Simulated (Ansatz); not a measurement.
**C3H6F2: up Jacob's ladder to CCSD(T)**

The task here is to estimate one member of a computed series from the others.

Method: functionals in def2-TZVPP, the program's frozen cores in correlated methods; program: Ansatz 0.2.0, Gaussian basis.

Levels to be run: LDA (SPW92), PBE-D4, revPBE-D4, BLYP-D4, r2SCAN-D4, B97M-V, PBE0-D4, B3LYP-D4, r2SCANh-D4, r2SCAN0-D4, HSE06-D4, BHLYP-D4, CAM-B3LYP-D4, LC-ωPBE, ωB97X-V, ωB97M-V, B2PLYP, PBE-QIDH; CCSD(T)/def2-SVP; CCSD(T)/def2-TZVPP; MP2/def2-QZVPP; extrapolation to the limit; RPA on PBE.

### The relaxed structure

All runs share one geometry, relaxed beforehand with PBE0-D4 in a triple-zeta def2 set.

11 atoms, charge 0, spin multiplicity 1.

Atoms are counted from 1 here; the program's logs count them from 0.

Bond lengths: C1–C2 1.504 Å, C1–H6 1.090 Å, C1–H7 1.090 Å, C1–H8 1.090 Å, C2–C3 1.504 Å, C2–F4 1.370 Å, C2–F5 1.370 Å, C3–H9 1.090 Å, C3–H10 1.090 Å, C3–H11 1.090 Å. Angles: C2–C1–H6 109.2°, C2–C1–H7 110.1°, C2–C1–H8 110.0°, H6–C1–H7 109.2°, H6–C1–H8 109.2°, H7–C1–H8 109.1°, C1–C2–C3 116.0°, C1–C2–F4 108.7°, C1–C2–F5 108.7°, C3–C2–F4 108.7°, C3–C2–F5 108.7°, F4–C2–F5 105.6°, C2–C3–H9 110.0°, C2–C3–H10 109.2°, C2–C3–H11 110.1°, H9–C3–H10 109.2°, H9–C3–H11 109.1°, H10–C3–H11 109.2°.

Set-up of the first run:

in.yaml

```yaml
crystal:
  periodic: [false, false, false]
  atoms:
    - {symbol: C, position_ang: [-1.154136, 0.441297, 0.391197]}
    - {symbol: C, position_ang: [0.152158, 0.368092, -0.351352]}
    - {symbol: C, position_ang: [1.022092, -0.819062, -0.039868]}
    - {symbol: F, position_ang: [-0.106471, 0.381808, -1.696997]}
    - {symbol: F, position_ang: [0.864191, 1.511816, -0.100856]}
    - {symbol: H, position_ang: [-1.692034, 1.338404, 0.083859]}
    - {symbol: H, position_ang: [-0.971717, 0.483256, 1.465289]}
    - {symbol: H, position_ang: [-1.761717, -0.435543, 0.166030]}
    - {symbol: H, position_ang: [1.285470, -0.822050, 1.018116]}
    - {symbol: H, position_ang: [1.933322, -0.762632, -0.635741]}
    - {symbol: H, position_ang: [0.494141, -1.742484, -0.279176]}
basis:
  gaussian: {orbitals: def2-TZVPP}
hamiltonian: {xc: lda}
output: {orbitals: {seedname: orbitals}}
```

Run with:

```sh
> ansatz run in.yaml --threads 4 --pin off --events-out ev --progress --plain --max-ram 10444MiB
```

Among the steps run: LDA; PBE-D4 (GGA); revPBE-D4 (GGA); BLYP-D4 (GGA); r2SCAN-D4 (meta-GGA); B97M-V (meta-GGA); PBE0-D4 (hybrid); B3LYP-D4 (hybrid); r2SCANh-D4 (hybrid); r2SCAN0-D4 (hybrid); HSE06-D4 (hybrid); BHLYP-D4 (hybrid); CAM-B3LYP-D4 (range-separated); LC-ωPBE (range-separated); ωB97X-V (range-separated); ωB97M-V (range-separated); B2PLYP (double hybrid); PBE-QIDH (double hybrid).

One of the session's tables, all rows but one given; the rest of the session is left out.

It belongs to the step «Frontier levels by functional». 

```
  functional  HOMO (eV)  LUMO (eV)  gap (eV)
 LDA (SPW92)      -7.92       0.29      8.21
      PBE-D4      -7.74       0.43      8.17
   revPBE-D4      -7.67       0.50      8.17
     BLYP-D4      -7.70       0.38      8.08
   r2SCAN-D4      -8.12       1.30      9.42
      B97M-V      -8.31       0.57      8.88
     PBE0-D4      -9.47       1.21     10.68
    B3LYP-D4      -9.25       0.85     10.10
  r2SCANh-D4      -8.76       1.51     10.27
  r2SCAN0-D4      -9.72       1.81     11.53
    HSE06-D4      -9.06       0.85      9.90
    BHLYP-D4     -11.14       1.75     12.89
CAM-B3LYP-D4     -11.00       1.93     12.93
     LC-ωPBE     -12.28       3.26     15.54
     ωB97X-V          ?          ?         ?
     ωB97M-V     -11.88       2.60     14.48
```

Estimate the missing values for ωB97X-V.

The run gave: HOMO (eV): -11.96; LUMO (eV): 3.05; gap (eV): 15.01. In the column «HOMO (eV)» it lies between LC-ωPBE (-12.28) and ωB97M-V (-11.88).
